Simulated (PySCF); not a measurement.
# A diatomic session: BCl+

One table from this session's results is given with a row withheld; the runs are named, their logs left out.

Program: PySCF 2.14.0. Level of theory: B 6-311G(d,p), Cl 6-311G(d,p), no relativity. These are calculated values, not measurements.

The first run:

Settings of the job:

| Quantity | Value |
| --- | --- |
| atoms | B, Cl |
| charge | 1 |
| basis | B 6-311G(d,p), Cl 6-311G(d,p) |
| Hamiltonian | no relativity |
| basis functions | 44 |
| electrons treated | 21 |
| masses in u | 11.0093, 34.9689 |
| levels | PBE0, PBE, r²SCAN, M06-2X, MN15, TPSS, HF, MP2, SCS-MP2, CCSD, CCSD(T) |
| grid | 80 radial by 434 angular points |
| occupations | held fixed by the projection of orbital angular momentum |
| dissociation limit | B+ + Cl, each in its ground configuration |
| starting distance in angstrom | 1.885 |
| values of 2S to try | 1, 3 |

The run is started by

```
$ OMP_NUM_THREADS=1 python dia.py task.json out
```

Among the steps run: Input; PBE0 along the bond; Excited determinants; PBE (GGA); r²SCAN (meta-GGA); M06-2X; MN15 (hybrid meta-GGA); TPSS (meta-GGA); UHF; Adding correlation.

One of the session's tables, all rows but one given; the rest of the session is left out.

It belongs to the step «The curves together». Energy (eV) from each level's lowest point:

| R (Å) | UHF | UHF-MP2 | UHF-SCS-MP2 | UHF-CCSD | UHF-CCSD(T) |
| --- | --- | --- | --- | --- | --- |
| 1.379 | 1.531 | 1.548 | 1.560 | n/a | n/a |
| 1.443 | 0.675 | 0.685 | 0.695 | 0.700 | 0.730 |
| 1.507 | 0.203 | 0.207 | 0.215 | 0.219 | 0.237 |
| 1.555 | 0.039 | 0.041 | 0.045 | 0.047 | 0.057 |
| 1.603 | 0.000 | 0.000 | 0.000 | 0.000 | 0.000 |
| 1.651 | ? | ? | ? | ? | ? |
| 1.715 | 0.247 | 0.253 | 0.239 | 0.226 | 0.205 |
| 1.795 | 0.604 | 0.628 | 0.599 | 0.565 | 0.532 |
| 1.891 | 1.121 | 1.194 | 1.139 | 1.061 | 1.021 |
| 2.020 | 1.812 | 2.040 | 1.940 | n/a | n/a |

Estimate the missing values for R (Å) = 1.651.

Worked estimate for «UHF». A straight line through the neighbours (1.603, 0.000) and (1.715, 0.247) gives 0.000 + (0.247 − 0.000) × (1.651 − 1.603) / (1.715 − 1.603) = 0.106; a parabola fitted to 4 rows on both sides gives 0.067.

As computed: UHF: 0.058; UHF-MP2: 0.059; UHF-SCS-MP2: 0.053; UHF-CCSD: 0.049; UHF-CCSD(T): 0.040. In «UHF» the line misses by +0.048 and the parabola by +0.009.

State 2 has its PBE0 minimum 5.24 eV higher. The other levels ran on the lowest alone.
